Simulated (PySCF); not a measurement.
# Does the structure fit the spectrum?

A compound C4H5NO gives the data below (simulated from a calculation) and was assigned the structure `Cc1cocn1`.

$^{13}$C{$^{1}$H} NMR (computed): δ 168.6 (C), 144.4 (CH), 135.4 (CH), 16.0 (CH3).

$^{1}$H NMR (500 MHz, computed): δ 7.68 (m, 1H), 7.16 (m, 1H), 2.43 (s, 3H).

PySCF calculation with structure optimised with PBE0-D3(BJ)/def2-TZVP and shielding tensors at B97-2/pcSseg-2 (GIAO); in vacuum, averaged over atoms made equivalent by symmetry, fast rotation or ring inversion, no relativistic terms, one computed conformer.

References, each an isolated molecule treated in the same way: TMS for $^{1}$H and $^{13}$C.

(1) Compare with the shifts computed for the proposed structure, pairing carbons in order of shift.

(2) Which isomer fits?

Answers

(1) Structure with atom numbers: `[CH3:1][c:2]1[cH:3][o:4][cH:5][n:6]1`; H(Xn) means a hydrogen on atom n.

```json
{"atom": "C5", "computed for proposal": "157.2", "given list": "168.6", "difference": "-11.4"}
{"atom": "C2", "computed for proposal": "146.5", "given list": "144.4", "difference": "+2.1"}
{"atom": "C3", "computed for proposal": "140.3", "given list": "135.4", "difference": "+4.9"}
{"atom": "C1", "computed for proposal": "14.6", "given list": "16.0", "difference": "-1.4"}
```

The rms difference is 6.4 ppm and the largest -11.4 ppm at C5 (aromatic CH between two ring heteroatoms). The carbon types in order of shift don't match either: CH, C, CH, CH3 for the proposal against C, CH, CH, CH3 in the data. The proposal doesn't fit.

(2) 2-Methyloxazole (Cc1ncco1).

1. Carbon types of the structure: 1 × C, 2 × CH, 1 × CH3, which accounts for all hydrogens.
2. δC 168.6: substituted aromatic carbon next to the ring oxygen.
3. δC 144.4: aromatic CH next to the ring oxygen.
4. δC 135.4: aromatic CH next to a ring nitrogen.
5. δH 2.43: hydrogen on a methyl carbon on an aromatic ring; benzylic-type position, deshielded by the ring.

Other isomers checked: O=C=NC1CC1 (rms 88.4 ppm).

The data come from this structure; uniqueness wasn't tested.

Shifts are as computed. Against solution values, carbons near 30 ppm lie about +3 ppm off and those near 130 ppm about +7 ppm. Of 1211 compounds with measured shifts, 218 miss one by over three times the rms of a fit or turn the order of signals round; such compounds aren't used in these exercises. No couplings were computed; multiplicities are counted from neighbouring protons, with m where these are inequivalent, close in shift, in a saturated or five-membered ring or joined by F or P, and br s for small geminal =CH2 splittings.
